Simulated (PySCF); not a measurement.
Nuclear quadrupole coupling in methacrolein

Compound: methacrolein, C₄H₆O.
Z-matrix (Å and degrees, PBE0-D3(BJ)/def2-SVP geometry), rows numbered from 1:
```
C 
C   1  1.3411
C   2  1.4929  1  125.54
C   2  1.4818  1  117.77  3  -179.86
O   4  1.2053  2  123.90  1   179.41
H   1  1.0933  2  122.09  3     0.09
H   1  1.0949  2  120.61  3  -179.93
H   3  1.1013  2  110.31  1   119.26
H   3  1.0980  2  111.83  1    -2.22
H   3  1.1009  2  110.28  1  -123.97
H   4  1.1212  2  114.74  1    -0.57
```

Field gradients from the PBE0/pcSseg-1 density (PySCF, non-relativistic), principal values in atomic units, ordered |Vxx| ≤ |Vyy| ≤ |Vzz|:

```json
{"atom": "O5", "Vxx": "0.4531", "Vyy": "1.5667", "Vzz": "-2.0198"}
```

Q: Find the asymmetry η = (Vxx − Vyy)/Vzz and the couplings χ = eQV/h (234.96 MHz × Q in barn × V in au), with Q(17O) = −0.0256 b.

A: 
```csv
atom,environment,nucleus,η,χzz (MHz),χxx (MHz),χyy (MHz)
O5,aldehyde oxygen,17O,0.55,12.15,-2.73,-9.42
```

Q: What is Vzz at O5 in SI units (1 au = 9.71736 × 10²¹ V/m²)?

A: -2.0198 au = -19.627 × 10²¹ V/m².

Q: And the gradient at the other heavy atoms, for which no coupling is worked out here?

A: 
| atom | environment | Vzz (au) | η |
| --- | --- | --- | --- |
| C1 | terminal =CH2 carbon | 0.368 | 0.32 |
| C2 | fully substituted alkene carbon | 0.343 | 0.44 |
| C3 | allylic carbon | 0.083 | 0.18 |
| C4 | aldehyde carbon | 0.526 | 0.04 |

Q: What couplings would deuterons (Q(2H) = 0.00286 b) have in place of the hydrogens, at this geometry?

A: 
```csv
atom,bonded to,bond length (Å),Vzz (au),η,χzz (kHz)
H6,C1,1.093,0.3040,0.04,204
H7,C1,1.095,0.3002,0.06,202
H8,C3,1.101,0.2890,0.04,194
H9,C3,1.098,0.2956,0.04,199
H10,C3,1.101,0.2891,0.04,194
H11,C4,1.121,0.2487,0.03,167
```

The structure is a single PBE0-D3(BJ)/def2-SVP conformer in the gas phase; no vibrational or solvent corrections. The small basis limits the accuracy of the gradients.
